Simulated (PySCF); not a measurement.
# formic acid (CH₂O₂): electronic excitations and core binding energies

Wanted: the electronic excitations and core binding energies of formic acid (CH₂O₂) (`O=CO`), by calculation.

Computed with PySCF 2.14.0, with density-fitted response routines of our own, on a single molecule in the gas phase. Atoms count from 0, in the outputs and in this text.

## 1. Starting geometry

5 atoms, charge 0, multiplicity 1; geometry from: GFN2-xTB.

Bonds of the start (Å): O0–C1 1.19, C1–O2 1.32, C1–H3 1.10, O2–H4 0.97.

## 2. Excited states and response: PBE0/def2-SVPD

The job: settings as JSON, then the geometry in Å.

```
{"job": {"kind": "uv", "xc": "PBE0", "basis": "def2-SVPD", "nstates": 8, "ntriplets": 3}, "charge": 0, "multiplicity": 1}
O     -0.658784     1.126476    -0.554433
C     -0.413538     0.025410    -0.167133
O      0.782297    -0.538584    -0.158730
H     -1.155371    -0.678320     0.239912
H      1.454017     0.067870    -0.515247
```

With the program's defaults for keys left out, this is: TDDFT PBE0/def2-SVPD, vertical, gas phase, core orbitals frozen in the response.

The log of the run:

```text
coarse grid: 4504 points
cycle   1  E = -189.2669661202  dE =  5.244e-01  |g| = 8.158e-01  |ddm| = 2.561e+00
cycle   2  E = -188.9623173393  dE =  3.046e-01  |g| = 1.502e+00  |ddm| = 1.767e+00
cycle   3  E = -189.3848046367  dE = -4.225e-01  |g| = 2.431e-01  |ddm| = 1.283e+00
cycle   4  E = -189.3953408390  dE = -1.054e-02  |g| = 6.492e-02  |ddm| = 1.989e-01
cycle   5  E = -189.3961005547  dE = -7.597e-04  |g| = 9.306e-03  |ddm| = 5.043e-02
cycle   6  E = -189.3961187616  dE = -1.821e-05  |g| = 2.458e-03  |ddm| = 9.176e-03
cycle   7  E = -189.3961200116  dE = -1.250e-06  |g| = 5.695e-04  |ddm| = 2.475e-03
final grid: 44368 points
cycle   8  E = -189.4326218530  dE = -4.623e-06  |g| = 8.924e-03  |ddm| = 3.315e-02
cycle   9  E = -189.4325930635  dE =  2.879e-05  |g| = 1.534e-02  |ddm| = 1.689e-02
cycle  10  E = -189.4326355896  dE = -4.253e-05  |g| = 1.837e-03  |ddm| = 1.107e-02
cycle  11  E = -189.4326362296  dE = -6.400e-07  |g| = 1.157e-04  |ddm| = 1.243e-03
cycle  12  E = -189.4326362321  dE = -2.460e-09  |g| = 3.297e-05  |ddm| = 1.334e-04
cycle  13  E = -189.4326362323  dE = -2.415e-10  |g| = 8.708e-06  |ddm| = 3.880e-05
converged SCF energy = -189.4326362323

Static polarisability (au): isotropic 21.914, principal 15.753 23.388 26.602

Singlet excitations
state   eV       nm        f      main configurations
  1   5.9279    209.2   0.00091   H->L 0.99
  2   7.7954    159.0   0.03314   H->L+1 0.89, H-1->L 0.10
  3   8.5729    144.6   0.04951   H->L+2 0.98
  4   8.7455    141.8   0.00291   H-1->L+1 0.98
  5   8.9179    139.0   0.23223   H-1->L 0.78, H->L+1 0.10
  6   9.2935    133.4   0.00011   H-2->L 0.99
  7   9.7859    126.7   0.00083   H-1->L+2 0.98
  8   9.8349    126.1   0.09671   H->L+3 0.92

Triplet excitations (Tamm-Dancoff, eV): 5.3306 6.1763 7.5476
```

Run time: 2.8 s. Hardware: 1 thread, shared host.

Frontier orbitals and where they lie:

```
orbital      eV                      atoms
 HOMO−3  -13.24  O2 41 %, C1 29 %, O0 26 %
 HOMO−2  -11.72  O2 45 %, O0 27 %, C1 16 %
 HOMO−1   -9.85  O0 44 %, O2 42 %, C1 12 %
   HOMO   -8.64  O0 70 %, C1 13 %, O2 10 %
   LUMO   -0.23  C1 44 %, O0 31 %, O2 16 %
 LUMO+1    0.46  O2 42 %, H4 28 %, C1 16 %
 LUMO+2    1.26  C1 32 %, H3 32 %, O2 20 %
```

With each of the 8 states as a Gaussian band of 0.4 eV half-width at 1/e, the curve within the window shown has maxima at 158 nm (ε 1,400), 139 nm (ε 11,000), 126 nm (ε 4,000) L/(mol cm). Beyond the last state computed it falls off for lack of states. The curve at chosen wavelengths:

(nm, ε (L/mol/cm)): (122, 2248), (126, 4002), (131, 3231), (135, 6999), (140, 10435), (144, 6933), (148, 3065), (153, 1379), (157, 1395), (162, 1157), (166, 648), (170, 253), (175, 51), (179, 10), (184, 2), (188, 3), (192, 7), (197, 17), (201, 26), (206, 35), (210, 37), (214, 32), (219, 23), (223, 15), (228, 8), (232, 4)

Ground-state properties from the same run:

```
           property  computed
  dipole moment (D)      1.73
polarisability (Å³)      3.25
 HOMO–LUMO gap (eV)      8.40
      −ε(HOMO) (eV)      8.64
```

## 3. Core holes by ΔSCF: SCAN, X2C

The job: settings as JSON, then the geometry in Å.

```
{"job": {"kind": "xps"}, "charge": 0, "multiplicity": 1}
O     -0.658784     1.126476    -0.554433
C     -0.413538     0.025410    -0.167133
O      0.782297    -0.538584    -0.158730
H     -1.155371    -0.678320     0.239912
H      1.454017     0.067870    -0.515247
```

Method: delta-SCF UKS SCAN, pcX-2 on the ionised atom, pcseg-1 elsewhere, spin-free X2C.

The log of the run:

```text
ground state, core basis on atom 0 (O), 83 functions
  cycle   1  E = -189.67222351  |g| = 9.09e-01
  cycle   2  E = -189.03848965  |g| = 1.99e+00
  cycle   3  E = -189.78069086  |g| = 4.36e-01
  cycle   4  E = -189.81546230  |g| = 1.14e-01
  cycle   5  E = -189.81763034  |g| = 2.74e-02
  cycle   6  E = -189.81777783  |g| = 9.78e-03
  cycle   7  E = -189.81779675  |g| = 1.82e-03
  cycle   8  E = -189.81779730  |g| = 2.69e-04
  E(ground) = -189.82267760 Eh
hole in O 1s of atom 0
  cycle   1  E = -169.21418944  |g| = 2.22e+00
  cycle   2  E = -168.55575042  |g| = 2.32e+00
  cycle   3  E = -169.77352192  |g| = 8.10e-01
  cycle   4  E = -169.90741106  |g| = 5.43e-01
  cycle   5  E = -170.01707317  |g| = 9.16e-02
  cycle   6  E = -170.01999073  |g| = 3.34e-02
  cycle   7  E = -170.02046877  |g| = 2.87e-03
  cycle   8  E = -170.02047397  |g| = 8.35e-04
  cycle   9  E = -170.02047403  |g| = 2.63e-04
  E(ion) = -170.02695442 Eh   <S^2> = 0.7646   hole on atom = 1.000   binding energy = 538.669 eV
ground state, core basis on atom 1 (C), 83 functions
  cycle   1  E = -189.79474840  |g| = 8.51e-02
  cycle   2  E = -189.79059071  |g| = 1.60e-01
  cycle   3  E = -189.79533339  |g| = 3.06e-02
  cycle   4  E = -189.79548375  |g| = 1.33e-02
  cycle   5  E = -189.79551560  |g| = 1.10e-03
  cycle   6  E = -189.79551668  |g| = 2.56e-04
  E(ground) = -189.80318285 Eh
hole in C 1s of atom 1
  cycle   1  E = -178.41609589  |g| = 1.49e+00
  cycle   2  E = -177.55297635  |g| = 2.04e+00
  cycle   3  E = -178.72343277  |g| = 7.39e-01
  cycle   4  E = -178.78531941  |g| = 5.90e-01
  cycle   5  E = -178.90863101  |g| = 2.46e-01
  cycle   6  E = -178.93230730  |g| = 3.43e-02
  cycle   7  E = -178.93280323  |g| = 6.74e-03
  cycle   8  E = -178.93285971  |g| = 3.18e-03
  cycle   9  E = -178.93289025  |g| = 2.54e-03
  cycle  10  E = -178.93291335  |g| = 9.62e-04
  cycle  11  E = -178.93291724  |g| = 4.03e-04
  E(ion) = -178.93889220 Eh   <S^2> = 0.7930   hole on atom = 1.000   binding energy = 295.632 eV
ground state, core basis on atom 2 (O), 83 functions
  cycle   1  E = -189.81788916  |g| = 1.01e-01
  cycle   2  E = -189.81597542  |g| = 1.10e-01
  cycle   3  E = -189.81706384  |g| = 7.89e-02
  cycle   4  E = -189.81822416  |g| = 1.33e-02
  cycle   5  E = -189.81825453  |g| = 8.70e-04
  cycle   6  E = -189.81825502  |g| = 2.93e-04
  E(ground) = -189.82343749 Eh
hole in O 1s of atom 2
  cycle   1  E = -169.15069212  |g| = 2.22e+00
  cycle   2  E = -168.25455256  |g| = 2.46e+00
  cycle   3  E = -169.52500659  |g| = 1.02e+00
  cycle   4  E = -169.80063854  |g| = 6.15e-01
  cycle   5  E = -169.94268704  |g| = 6.72e-02
  cycle   6  E = -169.94411231  |g| = 2.11e-02
  cycle   7  E = -169.94430951  |g| = 4.65e-03
  cycle   8  E = -169.94432083  |g| = 1.09e-03
  cycle   9  E = -169.94432222  |g| = 3.82e-04
  E(ion) = -169.95022420 Eh   <S^2> = 0.7626   hole on atom = 1.000   binding energy = 540.778 eV
```

Run time: 4.4 s. Hardware: 1 thread, shared host.

The holes in one table. −ε is the ground-state orbital energy:

```
     hole  stands for             environment  ΔSCF (eV)  −ε (eV)   ⟨S²⟩
O1s on O0          O0         carbonyl oxygen     538.67    516.6  0.765
C1s on C1          C1  carboxylic acid carbon     295.63    277.3  0.793
O1s on O2          O2    acid hydroxyl oxygen     540.78    518.4  0.763
```

## 4. Outcome

| quantity | value |
| --- | --- |
| lowest singlet (PBE0/def2-SVPD) | 5.93 eV (209 nm), f = 0.001 |
| brightest single state of those computed | state 5, 8.92 eV, f = 0.232 |
| lowest triplet | 5.33 eV |
| O1s binding energies, SCAN/pcX-2 | O2 540.78, O0 538.67 eV |
| C1s binding energies, SCAN/pcX-2 | C1 295.63 eV |

What this shows: The lowest singlet, at 5.93 eV, is HOMO→LUMO 0.99 and is dark; of the 8 states computed, the strongest absorption comes from state 5 at 8.92 eV (the last state computed is bright too, and its partners may lie past the list). The lowest triplet lies 0.60 eV below the lowest singlet (triplets in Tamm-Dancoff, singlets in full TDDFT). States above −ε(HOMO) lie where TDDFT describes them poorly and they hang on the basis; the brightest is among them. The O1s levels kept as sound span 2.11 eV, from O0 (carbonyl oxygen) up to O2 (acid hydroxyl oxygen).
